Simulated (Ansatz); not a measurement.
# FOSi: the cost of one run

Program: Ansatz 0.2.0, Gaussian basis. Level of theory: def2-QZVPP, core rule «outside noble gas», up to 7 orbitals frozen. These are calculated values, not measurements.

Plan: UHF; ROHF; CCSD(T) on UHF.

**1. What is computed**

The geometry is a PBE0/def2-TZVP stationary point (not a proven minimum).

3 atoms, charge 0, spin multiplicity 4.

Atoms are counted from 1 here; the program's logs count them from 0.

Bond lengths: F1–Si3 1.602 Å, O2–Si3 1.725 Å. Angles: F1–Si3–O2 115.7°.

**2. UHF**

Contents of in.yaml:

```yaml
crystal:
  periodic: [false, false, false]
  atoms:
    - {symbol: F, position_ang: [0.000000, 0.390347, 1.310206]}
    - {symbol: O, position_ang: [0.000000, 0.397529, -1.506653]}
    - {symbol: Si, position_ang: [0.000000, -0.490510, -0.027996]}
basis:
  gaussian: {orbitals: "def2-QZVPP.json"}
magnetization: {spin_polarized: true, initial_magnetization: 3}
hamiltonian: {xc: hf}
output: {orbitals: {seedname: orbitals}}
```

Started as:

```bash
> ansatz run in.yaml --threads 1 --pin off --events-out ev --progress --plain --max-ram 2393MiB
```

What time and memory should one allow on 1 thread of Arm Neoverse N1, shared host?

About 32 s, with a peak of 0.41 GiB.
